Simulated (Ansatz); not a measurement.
```yaml
crystal:
  periodic: [false, false, false]
  atoms:
    - {symbol: Si, position_ang: [0.043359, -0.001622, -0.594796]}
    - {symbol: F, position_ang: [1.100729, -0.008642, 0.280551]}
    - {symbol: F, position_ang: [-1.248574, -0.038572, 0.316790]}
basis:
  gaussian: {orbitals: def2-TZVPP}
total_charge: 1
magnetization: {spin_polarized: true, initial_magnetization: 1}
hamiltonian: {xc: {name: r2SCAN0}, dispersion: d3bj}
scf: {lower_state_search: full}
```

```sh
$ ansatz run in.yaml --threads 4 --pin off --events-out ev --progress --plain --max-ram 3916MiB
```

Output, abridged:

```
Warning: the engine holds no damping parameters fitted to this dispersion correction and functional, so the run takes those fitted to r2scan0 beside the three-body term, which d3bj leaves out (hamiltonian.dispersion, under Limitations)
Functional definition: r2SCAN0
603 factors; their error is unknown
mean field evaluation 1: about -13288.3771 eV, gradient 6.9e1 eV
mean field evaluation 2: about -13242.0324 eV, gradient 1.3e2 eV
mean field evaluation 4: about -13300.9398 eV, gradient 9.9e0 eV
mean field evaluation 8: about -13301.2476 eV, gradient 1.2e-1 eV
mean field evaluation 16: about -13301.2477 eV, gradient 5.5e-5 eV
mean field evaluation 32: about -13285.9657 eV, gradient 5.1e1 eV
mean field evaluation 64: about -13301.2477 eV, gradient 1.1e-4 eV
mean field evaluation 96: about -13301.2477 eV, gradient 8.0e-2 eV
mean field -13301.24767858 eV, -488.8118362782 hartree, gradient 5.5e-5 eV, S^2 0.752616; 3 other end points of the search recorded, 0 dependent functions left out
reference -13301.24768522 eV, -488.8118365224 hartree; 16, 15 occupied and 88, 89 virtual orbitals, 603 factors
Total energy: -13301.25591995 eV, -488.8121391432 hartree
```

Hardware: 4 threads of Intel Xeon 6975P-C on a shared host. Wall time 2.1 s.
